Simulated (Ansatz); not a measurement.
## H2S (hydrogen sulfide): from total energies to a heat of formation

The species is H2S (3 atoms), meant as a singlet with charge 0. SMILES: `S`. The shape is that of a PBE0-D4/def2-TZVP optimisation.

```xyz
3

S     0.4955   -0.2806    0.2439
H     0.0979    0.9977    0.1624
H    -0.5934   -0.7171   -0.4063
```

Total energies at wB97X/3-21G (Ansatz 0.2.0); the atoms run unrestricted:

| species | state | energy (Eh) |
| --- | --- | --- |
| H2S | singlet | -397.386320 |
| S | triplet | -396.139079 |
| H | doublet | -0.496522 |

Harmonic wavenumbers at PBE0-D4/def2-TZVP, in cm⁻¹: 1209, 2725, 2740.

Measured heats of formation of the gaseous atoms at 298.15 K, in kJ/mol: S 277.0, H 218.0. Spin-orbit lowering of the atoms at 298 K (mean of the ground term's levels less their thermal mean, from spectra), in kJ/mol: S 1.88. Take 1 Eh = 2625.50 kJ/mol, 1 cm⁻¹ = 0.0119627 kJ/mol, RT = 2.479 kJ/mol.

Task: Work out the heat of formation of the gas at 298 K.

Result: 
1. Electronic atomisation energy: (-396.139079) + 2 × (-0.496522) − (-397.386320) = 0.254197 Eh = 667.4 kJ/mol.
2. Zero-point energy: half the sum of the wavenumbers, 3337 cm⁻¹ = 39.9 kJ/mol.
3. Thermal vibrational enthalpy, Σ hcν̃/(exp(hcν̃/kT) − 1): 0.0 kJ/mol. Translation, rotation and pV of a non-linear molecule: 4 RT = 9.9 kJ/mol.
4. The 3 free atoms carry 5/2 RT each: 18.6 kJ/mol.
5. Spin-orbit coupling lowers the free atoms by 1.88 = 1.9 kJ/mol.
6. Atomisation enthalpy at 298 K: 667.4 − 1.9 − 39.9 − 0.0 − 9.9 + 18.6 = 634.3 kJ/mol.
7. Sum of the atoms' heats of formation: 713.0 kJ/mol. Heat of formation: 713.0 − 634.3 = +78.7 kJ/mol.

The tabulated value is -20.5 kJ/mol (NIST-JANAF tables), so this level is off by +99.2 kJ/mol, or 13.5 % of the atomisation enthalpy that the table implies (733.5 kJ/mol). A basis without polarisation functions underbinds badly. Anharmonicity and any spin-orbit splitting of the molecule are left out.
